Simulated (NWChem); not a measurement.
# A calculation on Be

```
Be
```
Charge 0, spin multiplicity 1.

Everything below was run with NWChem.

The correlated methods keep 1 core orbital frozen.

Worked example. A B2PLYP run in STO-3G ends its self-consistent part (53 % exact exchange, 47 % B88, 73 % LYP) at -14.41748 Ha, and second-order perturbation theory on those orbitals gives -0.03479 Ha unscaled.

The perturbative term enters with the weight 0.27: -14.41748 + 0.27·(-0.03479) = -14.42687 Ha is the total energy.
